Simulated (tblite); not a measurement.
C2HCl3N (doublet state).
Bonds: N1–C2 (double), C2–C3, C3–Cl4, C3–Cl5, C3–Cl6. Hydrogens: H7 on C2.

Structure optimised with GFN2-xTB, isolated species. This method treats the open shell by occupation alone, without spin polarisation.

**Question.** List the bond lengths, angles and torsions at this level.

**Answer.** 
| bond | length (pm) | order |
| --- | --- | --- |
| N1=C2 | 121.2 | double |
| C2–C3 | 153.9 | single |
| C3–Cl4 | 176.2 | single |
| C3–Cl5, C3–Cl6 | 177.7 | single |
| C2–H7 | 109.8 | single |

Bonds in one row agree within 1 pm and their mean is given. Orders are formal, as drawn. A selection of angles:
| angle | degrees |
| --- | --- |
| N1–C2–C3 | 127.2 |
| N1–C2–H7 | 123.4 |
| C3–C2–H7 | 109.5 |
| C2–C3–Cl4 | 112.3 |
| C2–C3–Cl5 | 107.7 |
| Cl4–C3–Cl5 | 109.5 |

Torsions: N1–C2–C3–Cl4 0° (synperiplanar).

C2 (carbon bonded to C, N and H) is planar (angles 127.2°, 123.4° and 109.5°, sum 360.0°, 0.00 Å off the plane of its three neighbours).

Point group: Cs (every atom within 0.08 Å of its image). Its GFN2-xTB frequencies are all real (lowest 41 cm⁻¹). 2 starts were optimised and ended at 0.00 and 0.69 kcal/mol (GFN2-xTB); the lowest of these is shown.

These are computed values.
